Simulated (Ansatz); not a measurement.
**PF3 (SMILES FP(F)F): levels of theory compared**

We compute a comparison of 6 runs (HF/STO-3G, B2PLYP/STO-3G, B3LYP/STO-3G, PBE/STO-3G, CCSDTQ/STO-3G, UCCSD(T)/STO-3G) of PF3. 

Program for the calculation: Ansatz 0.2.0.

42 further runs of the same task are left out: 7 that didn't finish, 35 set aside as unsound or not needed.

**1. The structure to begin with**

PF3 has 4 atoms, charge 0, and is taken as a singlet. As SMILES, `FP(F)F`. The F2–P1 distance was set to 2.395 Å, away from the relaxed value. At this shape a bond of the SMILES string is far longer than usual.

Bond lengths: P1–F3 1.598 Å, P1–F4 1.598 Å. Angles: F3–P1–F4 94.0°. A long bond or contact: P1–F2 2.395 Å.

**2. A single-point energy at HF/STO-3G (run 1)**

Input file molecule.yaml:

```yaml
crystal:
  periodic: [false, false, false]
  atoms:
    - {symbol: P, position_ang: [-0.681769, 0.022415, 1.065022]}
    - {symbol: F, position_ang: [1.349610, -0.029560, -0.203150]}
    - {symbol: F, position_ang: [-1.325629, 1.197575, 0.194542]}
    - {symbol: F, position_ang: [-1.373639, -1.138455, 0.211782]}
basis:
  gaussian:
    orbitals: STO-3G
hamiltonian:
  xc: hf
accuracy: high
```

Started as:

```console
$ ansatz run molecule.yaml --threads 1 --pin off --max-ram 2610MiB --events-out events.jsonl --progress --plain --runs-dir runs
```

The log of the run:

```text
Warning: RAYON_NUM_THREADS=1 ignored (pool sized by the plan → 1); use --threads N
Functional definition: HF
  name "HF"
  exchange = exact_x
  correlation = 0
442 factors; integrals over basis functions are off by at most 3.4e-8 eV
mean field evaluation 1: about -17158.0218 eV, gradient 2.9e1 eV
mean field evaluation 2: about -17158.1041 eV, gradient 2.9e1 eV
mean field evaluation 4: about -17166.1531 eV, gradient 3.8e0 eV
mean field evaluation 8: about -17166.2640 eV, gradient 4.2e-4 eV
mean field evaluation 16: about -17151.5024 eV, gradient 1.9e1 eV
mean field -17166.25130815 eV, -630.8480998713 hartree, gradient 2.6e-8 eV, S^2 0.000000; 0 other end points of the search recorded, 0 dependent functions left out
reference -17166.25130815 eV, -630.8480998713 hartree; 21, 21 occupied and 3, 3 virtual orbitals, 442 factors
Total energy: -17166.25130815 eV, -630.8480998713 hartree
```

Run time: 0.08 s. Hardware: 1 thread of AMD EPYC 9R45 (Zen 5), shared host.

**3. A single-point energy at B2PLYP/STO-3G (run 2)**

Input file in.yaml:

```yaml
crystal:
  periodic: [false, false, false]
  atoms:
    - {symbol: P, position_ang: [-0.681769, 0.022415, 1.065022]}
    - {symbol: F, position_ang: [1.349610, -0.029560, -0.203150]}
    - {symbol: F, position_ang: [-1.325629, 1.197575, 0.194542]}
    - {symbol: F, position_ang: [-1.373639, -1.138455, 0.211782]}
basis:
  gaussian:
    orbitals: STO-3G
correlation:
  frozen_orbitals: {F: 1, P: 5}
accuracy: high
hamiltonian:
  xc: {name: B2PLYP}
```

Started as:

```console
$ ansatz run in.yaml --threads 1 --pin off --max-ram 2610MiB --events-out events.jsonl --progress --plain --runs-dir runs
```

The log of the run (excerpt; [...] marks lines left out):

```text
Warning: RAYON_NUM_THREADS=1 ignored (pool sized by the plan → 1); use --threads N
Functional definition: B2PLYP
  name "B2PLYP"
[...]
442 factors; integrals over basis functions are off by at most 3.4e-8 eV
[...]
mean field -17197.90598355 eV, -632.0113877360 hartree, gradient 2.5e-8 eV, S^2 0.000000; 0 other end points of the search recorded, 0 dependent functions left out; unrestricted orbitals would lower it
8 core orbitals not correlated: weight in the atoms' cores, before any rotation towards them, 1.000 or more for the frozen orbitals, at most 0.000 for the correlated occupied ones
reference -17197.90599531 eV, -632.0113881684 hartree; 13, 13 occupied and 3, 3 virtual orbitals, 442 factors
second order -5.88778617 eV of doubles, -0.00000000 eV of singles
Total energy: -17199.49569758 eV, -632.0698086491 hartree
```

It took 0.62 s on 1 thread of AMD EPYC 9R45 (Zen 5), shared host.

Run 3 isn't shown in full; the table further down has it.

**4. The energy at PBE/STO-3G (run 4)**

Input file job.yaml:

```yaml
crystal:
  periodic: [false, false, false]
  atoms:
    - symbol: P
      position_ang: [-0.681769, 0.022415, 1.065022]
    - symbol: F
      position_ang: [1.349610, -0.029560, -0.203150]
    - symbol: F
      position_ang: [-1.325629, 1.197575, 0.194542]
    - symbol: F
      position_ang: [-1.373639, -1.138455, 0.211782]
basis:
  gaussian:
    orbitals: STO-3G
hamiltonian:
  xc: pbe
accuracy: high
```

Started as:

```console
$ ansatz run job.yaml --threads 1 --pin off --max-ram 2610MiB --events-out events.jsonl --progress --plain --runs-dir runs
```

The log of the run:

```text
Warning: RAYON_NUM_THREADS=1 ignored (pool sized by the plan → 1); use --threads N
Functional definition: PBE
  name "PBE"
  parameter kappa = 0.804
  parameter beta = 0.06672455060314922
  exchange = pbe_x(kappa = kappa, mu = beta*pi^2/3)
  correlation = pbe_c(beta = beta)
442 factors; integrals over basis functions are off by at most 3.4e-8 eV
mean field evaluation 1: about -17193.2108 eV, gradient 2.9e1 eV
mean field evaluation 2: about -16851.1728 eV, gradient 7.5e1 eV
mean field evaluation 4: about -17191.2137 eV, gradient 2.1e1 eV
mean field evaluation 8: about -17200.5512 eV, gradient 1.1e-1 eV
mean field evaluation 16: about -17178.5903 eV, gradient 1.1e1 eV
mean field -17200.55122529 eV, -632.1085985769 hartree, gradient 2.4e-8 eV, S^2 0.000000; 0 other end points of the search recorded, 0 dependent functions left out
reference -17200.55122627 eV, -632.1085986131 hartree; 21, 21 occupied and 3, 3 virtual orbitals, 442 factors
Total energy: -17200.55122627 eV, -632.1085986131 hartree
```

It took 0.48 s on 1 thread of AMD EPYC 9R45 (Zen 5), shared host.

Run 5 isn't shown in full; the table further down has it.

**5. The energy at UCCSD(T)/STO-3G (run 6)**

Input file run.yaml:

```yaml
crystal:
  periodic: [false, false, false]
  atoms:
    - {symbol: P, position_ang: [-0.681769, 0.022415, 1.065022]}
    - {symbol: F, position_ang: [1.349610, -0.029560, -0.203150]}
    - {symbol: F, position_ang: [-1.325629, 1.197575, 0.194542]}
    - {symbol: F, position_ang: [-1.373639, -1.138455, 0.211782]}
basis:
  gaussian: {orbitals: STO-3G}
accuracy: high
magnetization: {spin_polarized: true}
correlation: {method: ccsd_t, frozen_orbitals: {F: 1, P: 5}}
scf: {omitted_lower_state_checks: [cluster_reference, increment]}
```

Started as:

```console
$ ansatz run run.yaml --threads 1 --pin off --max-ram 2610MiB --events-out events.jsonl --progress --plain --runs-dir runs
```

The log of the run:

```text
Warning: RAYON_NUM_THREADS=1 ignored (pool sized by the plan → 1); use --threads N
[... 15 lines left out ...]
8 core orbitals not correlated: weight in the atoms' cores, before any rotation towards them, 1.000 or more for the frozen orbitals, at most 0.000 for the correlated occupied ones
[... 58 lines left out ...]
Total energy: -17171.71555807 eV, -631.0489073523 hartree
Checks for a lower state left out: cluster_reference, increment
```

Run time: 0.66 s. Hardware: 1 thread of AMD EPYC 9R45 (Zen 5), shared host.

**6. All runs side by side**

```csv
run,level,frozen core orbitals,energy (Eh),wall time
1,HF/STO-3G,–,-630.848100,0.08 s
2,B2PLYP/STO-3G,8,-632.069809,0.62 s
3,B3LYP/STO-3G,–,-632.521802,0.56 s
4,PBE/STO-3G,–,-632.108599,0.48 s
5,CCSDTQ/STO-3G,8,-631.053357,17 s
6,UCCSD(T)/STO-3G,8,-631.048907,0.66 s
```

**7. Outcome**

| quantity | value |
| --- | --- |
| run 6: total energy | -631.04891 Eh |
| run 6: correlation energy (8 core orbitals frozen) | -95.0 mEh |
| run 6: (T) correction | -7.12 mEh |
| run 6: ⟨S²⟩ of the reference determinant | 0.903 |
| run 6: T1 diagnostic | 0.039 |

In words: Below the HF energy at the same shape and in the same basis (STO-3G): CCSDTQ -205.3 mEh; UCCSD(T) -200.8 mEh. Some of these start from another determinant than that one, so these aren't their correlation energies. Totals of different functionals can't be ranked against each other. In runs 2, 5 the log says that unrestricted orbitals would lower the reference, so the values rest on an unstable closed-shell determinant (other closed-shell runs at this shape may share the fault). In runs 1, 2, 3, 4, 5, 6 the basis is minimal, so the values are rough. Spin contamination of the reference: run 6 ⟨S²⟩ = 0.90. Where it is this large, the reference is a mixture of spin states, and values that rest on it are in doubt. All runs together took 19 s, the longest 17 s.
